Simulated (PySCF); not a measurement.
The scaffold NC-X carries different groups X. Gas-phase values, no solvent. One relaxed conformer stands for each flexible species; it need not be the lowest. Strings in code marks are SMILES.

The four lowest singlet excitations (Tamm–Dancoff). These are PBE-D3(BJ)/def2-TZVP // B3LYP-D3(BJ)/def2-TZVP (PySCF) values and carry that method's errors. Excitations are Tamm–Dancoff values on a coarser integration grid. The basis has no diffuse functions, so Rydberg states are missing or too high.

```json
[
 {"state": "S1", "energy (eV)": "5.66", "wavelength (nm)": "219", "oscillator strength": "0.002"},
 {"state": "S2", "energy (eV)": "6.26", "wavelength (nm)": "198", "oscillator strength": "0.001"},
 {"state": "S3", "energy (eV)": "7.09", "wavelength (nm)": "175", "oscillator strength": "0.031"},
 {"state": "S4", "energy (eV)": "7.57", "wavelength (nm)": "164", "oscillator strength": "0.002"}
]
```

Question: Which member gives these states?
(A) `C=CC#N`
(B) `CNC#N`
(C) `C[S@](=O)C#N`
(D) `N#CC=S`

Answer: B, `CNC#N`
